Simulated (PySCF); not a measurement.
**CHO, SMILES `O=[CH]` (charge 0, multiplicity 2)**

Method: ωB97X-D3(BJ)/def2-TZVP // B3LYP-D3(BJ)/def2-TZVP (PySCF).

```yaml
highest_occupied_spin_orbital: -8.86 eV
dipole_moment: 0.350 e·Å
total_energy: -3100.05 eV
cost: around 24 core-seconds (rough)
```

```xyz
3

C     -0.0271     0.3561     0.0000
O      1.0292    -0.1512     0.0000
H     -1.0021    -0.2049     0.0000
```
Charge 0, spin multiplicity 2.
